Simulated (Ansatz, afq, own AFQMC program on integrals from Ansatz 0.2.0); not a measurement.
Al3H⁺, doublet: AFQMC among the cluster methods

| atom | x (Å) | y (Å) | z (Å) |
| --- | --- | --- | --- |
| Al | 0.0000 | 0.0000 | 1.4605 |
| Al | 0.0000 | 1.1975 | -0.7874 |
| Al | 0.0000 | -1.1975 | -0.7874 |
| H | 0.0000 | 0.0000 | 3.0592 |

Connectivity, by distances: AlH–Al–Al, closed to a ring.

Basis cc-pVDZ. Noble-gas cores (and the filled d shells of Ga–Kr and In–Xe) are frozen. Integrals, coupled cluster, full CI and functionals: Ansatz 0.2.0; the random walks run on the same integrals in our own AFQMC program. The CISD trial takes its coefficients from CCSD amplitudes. Released means that phaseless walkers are propagated on without the constraint, phases kept. Uncertainties: one standard error, sampling alone.

Determinant: ROHF, the one that the program's search chose, which needn't be the lowest solution. The geometry is a PBE0/def2-TZVP stationary point of this or a neighbouring charge and spin state.

No full CI on the walks' own integrals is used here; CCSDT(Q) serves as the reference and is uncertain by about the last step of the cluster series.

Cautions: higher spins were not checked; a spin-contaminated unrestricted determinant lies lower (UHF 184 meV lower, ⟨S²⟩ 1.37); (T) is large, 6 % of the CCSD correlation; the released energies are still falling, so no released level is given (meV from the phaseless value at times in 1/Eh: -34 ± 20 at 0.24, -37 ± 17 at 0.51, -46 ± 19 at 0.99, -59 ± 16 at 1.62, -99 ± 21 at 2.40), though the last usable value meets CCSDT(Q) within the noise.

The T1 diagnostic is 0.0225 and the weight of the determinant in the CISD state is 0.820. The size of the correlated space is 9 electrons in 44 orbitals.

Reference: CCSDT(Q), correlation energy -5.491 eV.

```csv
level,E − E(reference) (mEh),share of correlation (%)
HF,201.79,0.00
MP2,45.42,77.49
CCSD,14.36,92.88
CCSD(T),2.87,98.58
CCSDT,1.14,99.43
ph-AFQMC/HF,9.79 ± 1.89,95.15
ph-AFQMC/CISD,2.62 ± 0.71,98.70
```

A walk keeps the symmetry of its determinant, which the program's search chose and which needn't be the lowest solution, so a lower state of the same spin and another symmetry isn't excluded.
